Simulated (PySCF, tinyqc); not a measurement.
Worked calculation: RHF in the sto-3g basis, for H2O, spin multiplicity 1. The lowest restricted solution is unstable here: a spin-polarised one lies 0.0001 hartree lower (PySCF). One step of it, computed by the program tinyqc.

Problem. Iteration 2: building the Fock matrix. J_ij = sum D_kl (ij|kl), K_ij = sum D_kl (ik|jl); F = H + J - 0.5 K; E = tr D H + tr D J / 2 - 0.25 tr D K + E_nn.

D after iteration 1:
```
            1O 1s      1O 2s     1O 2px     1O 2py     1O 2pz      2H 1s      3H 1s
1O 1s    2.112982  -0.486546   0.019055  -0.009209   0.087409  -0.007412  -0.011979
1O 2s   -0.486546   2.134151  -0.097079  -0.008620  -0.387982  -0.053765  -0.136486
1O 2px   0.019055  -0.097079   1.976854   0.030209  -0.150193   0.117020   0.158871
1O 2py  -0.009209  -0.008620   0.030209   1.188127   0.318783   0.539786  -0.336374
1O 2pz   0.087409  -0.387982  -0.150193   0.318783   1.126831   0.244245   0.750098
2H 1s   -0.007412  -0.053765   0.117020   0.539786   0.244245   0.262021  -0.054693
3H 1s   -0.011979  -0.136486   0.158871  -0.336374   0.750098  -0.054693   0.838552
```

core Hamiltonian H = T + V (hartree):
```
             1O 1s      1O 2s     1O 2px     1O 2py     1O 2pz      2H 1s      3H 1s
1O 1s   -32.453213  -7.549438   0.000000   0.000000  -0.010180  -0.842669  -0.842669
1O 2s    -7.549438  -9.080408   0.000000   0.000000  -0.126956  -2.146462  -2.146462
1O 2px    0.000000   0.000000  -7.245070   0.000000   0.000000   0.000000   0.000000
1O 2py    0.000000   0.000000   0.000000  -7.329645   0.000000  -1.361304   1.361304
1O 2pz   -0.010180  -0.126956   0.000000   0.000000  -7.285954  -0.972237  -0.972237
2H 1s    -0.842669  -2.146462   0.000000  -1.361304  -0.972237  -4.037193  -0.584582
3H 1s    -0.842669  -2.146462   0.000000   1.361304  -0.972237  -0.584582  -4.037193
```

Two-electron integrals (ij|kl) in chemists' order, unique and non-zero (hartree):
```
(11|11) 4.785065    (21|11) 0.741380    (21|21) 0.136873    (22|11) 1.118947
(22|21) 0.256633    (22|22) 0.817206    (31|31) 0.024477    (32|31) 0.037809
(32|32) 0.180518    (33|11) 1.115814    (33|21) 0.256684    (33|22) 0.817023
(33|33) 0.880159    (41|41) 0.024477    (42|41) 0.037809    (42|42) 0.180518
(43|43) 0.047444    (44|11) 1.115814    (44|21) 0.256684    (44|22) 0.817023
(44|33) 0.785270    (44|44) 0.880159    (51|51) 0.024477    (52|51) 0.037809
(52|52) 0.180518    (53|53) 0.047444    (54|54) 0.047444    (55|11) 1.115814
(55|21) 0.256684    (55|22) 0.817023    (55|33) 0.785270    (55|44) 0.785270
(55|55) 0.880159    (61|11) 0.082877    (61|21) 0.015190    (61|22) 0.028365
(61|33) 0.028311    (61|41) 0.000552    (61|42) 0.001048    (61|44) 0.028422
(61|51) 0.000384    (61|52) 0.000728    (61|54) 0.000077    (61|55) 0.028365
(61|61) 0.001706    (62|11) 0.231318    (62|21) 0.053850    (62|22) 0.193667
(62|33) 0.190196    (62|41) 0.003296    (62|42) 0.026787    (62|44) 0.197085
(62|51) 0.002291    (62|52) 0.018625    (62|54) 0.004789    (62|55) 0.193526
(62|61) 0.006104    (62|62) 0.060217    (63|31) 0.005258    (63|32) 0.031957
(63|43) 0.005348    (63|53) 0.003718    (63|63) 0.007972    (64|11) 0.147355
(64|21) 0.034711    (64|22) 0.133346    (64|33) 0.127532    (64|41) 0.007092
(64|42) 0.049084    (64|44) 0.142672    (64|51) 0.001275    (64|52) 0.011908
(64|54) 0.006808    (64|55) 0.129680    (64|61) 0.004080    (64|62) 0.050475
(64|64) 0.049833    (65|11) 0.102453    (65|21) 0.024134    (65|22) 0.092712
(65|33) 0.088670    (65|41) 0.001275    (65|42) 0.011908    (65|44) 0.091760
(65|51) 0.006145    (65|52) 0.040236    (65|54) 0.007496    (65|55) 0.097600
(65|61) 0.002837    (65|62) 0.035094    (65|64) 0.029105    (65|65) 0.028208
(66|11) 0.414269    (66|21) 0.097953    (66|22) 0.406175    (66|33) 0.391424
(66|41) 0.006781    (66|42) 0.078287    (66|44) 0.420953    (66|51) 0.004715
(66|52) 0.054431    (66|54) 0.020531    (66|55) 0.405698    (66|61) 0.011156
(66|62) 0.169847    (66|64) 0.162769    (66|65) 0.113169    (66|66) 0.774606
(71|11) 0.082877    (71|21) 0.015190    (71|22) 0.028365    (71|33) 0.028311
(71|41) -0.000552   (71|42) -0.001048   (71|44) 0.028422    (71|51) 0.000384
(71|52) 0.000728    (71|54) -0.000077   (71|55) 0.028365    (71|61) 0.001680
(71|62) 0.005903    (71|64) 0.003661    (71|65) 0.002747    (71|66) 0.010726
(71|71) 0.001706    (72|11) 0.231318    (72|21) 0.053850    (72|22) 0.193667
(72|33) 0.190196    (72|41) -0.003296   (72|42) -0.026787   (72|44) 0.197085
(72|51) 0.002291    (72|52) 0.018625    (72|54) -0.004789   (72|55) 0.193526
(72|61) 0.005903    (72|62) 0.046129    (72|64) 0.027264    (72|65) 0.026045
(72|66) 0.102357    (72|71) 0.006104    (72|72) 0.060217    (73|31) 0.005258
(73|32) 0.031957    (73|43) -0.005348   (73|53) 0.003718    (73|63) 0.005829
(73|73) 0.007972    (74|11) -0.147355   (74|21) -0.034711   (74|22) -0.133346
(74|33) -0.127532   (74|41) 0.007092    (74|42) 0.049084    (74|44) -0.142672
(74|51) -0.001275   (74|52) -0.011908   (74|54) 0.006808    (74|55) -0.129680
(74|61) -0.003661   (74|62) -0.027264   (74|64) -0.010762   (74|65) -0.015146
(74|66) -0.057228   (74|71) -0.004080   (74|72) -0.050475   (74|74) 0.049833
(75|11) 0.102453    (75|21) 0.024134    (75|22) 0.092712    (75|33) 0.088670
(75|41) -0.001275   (75|42) -0.011908   (75|44) 0.091760    (75|51) 0.006145
(75|52) 0.040236    (75|54) -0.007496   (75|55) 0.097600    (75|61) 0.002747
(75|62) 0.026045    (75|64) 0.015146    (75|65) 0.020319    (75|66) 0.062535
(75|71) 0.002837    (75|72) 0.035094    (75|74) -0.029105   (75|75) 0.028208
(76|11) 0.057456    (76|21) 0.013503    (76|22) 0.052908    (76|33) 0.051719
(76|44) 0.052825    (76|51) 0.000894    (76|52) 0.008772    (76|55) 0.054121
(76|61) 0.001512    (76|62) 0.016230    (76|64) 0.011960    (76|65) 0.010685
(76|66) 0.048459    (76|71) 0.001512    (76|72) 0.016230    (76|74) -0.011960
(76|75) 0.010685    (76|76) 0.005667    (77|11) 0.414269    (77|21) 0.097953
(77|22) 0.406175    (77|33) 0.391424    (77|41) -0.006781   (77|42) -0.078287
(77|44) 0.420953    (77|51) 0.004715    (77|52) 0.054431    (77|54) -0.020531
(77|55) 0.405698    (77|61) 0.010726    (77|62) 0.102357    (77|64) 0.057228
(77|65) 0.062535    (77|66) 0.254495    (77|71) 0.011156    (77|72) 0.169847
(77|74) -0.162769   (77|75) 0.113169    (77|76) 0.048459    (77|77) 0.774606
```

nuclear repulsion = 6.95881128 hartree

Give: Coulomb J; exchange K; Fock matrix F; total energy of this density.

Solution.

Coulomb J (hartree):
```
         1O 1s   1O 2s  1O 2px  1O 2py  1O 2pz   2H 1s   3H 1s
1O 1s   17.387   3.277  -0.004  -0.003  -0.006   0.364   0.364
1O 2s    3.277   8.150  -0.016  -0.037   0.019   1.905   1.936
1O 2px  -0.004  -0.016   8.161   0.002  -0.012  -0.003  -0.004
1O 2py  -0.003  -0.037   0.002   8.148   0.014   1.299  -1.347
1O 2pz  -0.006   0.019  -0.012   0.014   8.116   0.915   0.936
2H 1s    0.364   1.905  -0.003   1.299   0.915   4.076   0.529
3H 1s    0.364   1.936  -0.004  -1.347   0.936   0.529   4.350
```

exchange K (hartree):
```
         1O 1s   1O 2s  1O 2px  1O 2py  1O 2pz  2H 1s   3H 1s
1O 1s    9.781   1.658   0.002  -0.005   0.017  0.194   0.192
1O 2s    1.658   2.628  -0.030   0.015  -0.100  0.657   0.699
1O 2px   0.002  -0.030   2.262   0.020  -0.100  0.025   0.031
1O 2py  -0.005   0.015   0.020   1.894   0.201  0.540  -0.498
1O 2pz   0.017  -0.100  -0.100   0.201   1.763  0.329   0.465
2H 1s    0.194   0.657   0.025   0.540   0.329  0.642   0.148
3H 1s    0.192   0.699   0.031  -0.498   0.465  0.148   1.058
```

Fock matrix F (hartree):
```
          1O 1s   1O 2s  1O 2px  1O 2py  1O 2pz   2H 1s   3H 1s
1O 1s   -19.957  -5.102  -0.005   0.000  -0.025  -0.576  -0.575
1O 2s    -5.102  -2.245  -0.001  -0.044  -0.058  -0.570  -0.560
1O 2px   -0.005  -0.001  -0.215  -0.007   0.038  -0.016  -0.019
1O 2py    0.000  -0.044  -0.007  -0.128  -0.086  -0.333   0.263
1O 2pz   -0.025  -0.058   0.038  -0.086  -0.051  -0.221  -0.268
2H 1s    -0.576  -0.570  -0.016  -0.333  -0.221  -0.282  -0.129
3H 1s    -0.575  -0.560  -0.019   0.263  -0.268  -0.129  -0.216
```

total energy of this density = -74.69972 hartree
